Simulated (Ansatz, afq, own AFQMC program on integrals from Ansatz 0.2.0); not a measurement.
**SiNH₄, doublet in 6-31G, levels against CCSDT(Q)**

| atom | x (Å) | y (Å) | z (Å) |
| --- | --- | --- | --- |
| Si | -0.0971 | 0.0000 | 0.6494 |
| N | 0.1249 | 0.0000 | -1.2194 |
| H | 0.5727 | -1.2268 | 1.1751 |
| H | 0.5727 | 1.2268 | 1.1751 |
| H | -0.0877 | -0.8301 | -1.7501 |
| H | -0.0877 | 0.8301 | -1.7501 |

Connectivity, by distances: SiH2–NH2.

Basis 6-31G. Noble-gas cores (and the filled d shells of Ga–Kr and In–Xe) are frozen. AFQMC by an in-house program on the Cholesky factors that Ansatz 0.2.0 writes for its CCSD(T) run. ph-AFQMC/CISD is guided by a CISD state made of CCSD amplitudes; releasing the constraint for a short imaginary time cuts its bias at the price of noise, slowly where states lie close. Error bars are statistical, one sigma.

Determinant: UHF, the one that the program's search chose, which needn't be the lowest solution. The geometry is a point of a scan.

No full CI on the walks' own integrals is used here; CCSDT(Q) serves as the reference and is uncertain by about the last step of the cluster series.

Cautions: the released energies are still falling, so no released level is given (meV from the phaseless value at times in 1/Eh: -18 ± 11 at 0.24, -28 ± 10 at 0.51, -9 ± 13 at 0.99, -14 ± 11 at 1.62, -46 ± 18 at 2.40), though the last usable value meets CCSDT(Q) within the noise; the ph-AFQMC/CISD walk drifts between its halves (2.3 errors).

The T1 diagnostic is 0.0195. The weight of the determinant in the CISD state is 0.904 and the ⟨S²⟩ of the determinant is 0.755. The size of the correlated space is 13 electrons in 24 orbitals.

Reference: CCSDT(Q), correlation energy -5.114 eV.

```csv
level,E − E(reference) (mEh),share of correlation (%)
HF,187.94,0.00
MP2,28.07,85.06
CCSD,4.40,97.66
CCSD(T),1.00,99.47
CCSDT,0.48,99.75
ph-AFQMC/HF,-1.01 ± 2.07,100.54
ph-AFQMC/CISD,0.99 ± 0.38,99.47
```

A walk keeps the symmetry of its determinant, which the program's search chose and which needn't be the lowest solution, so a lower state of the same spin and another symmetry isn't excluded.
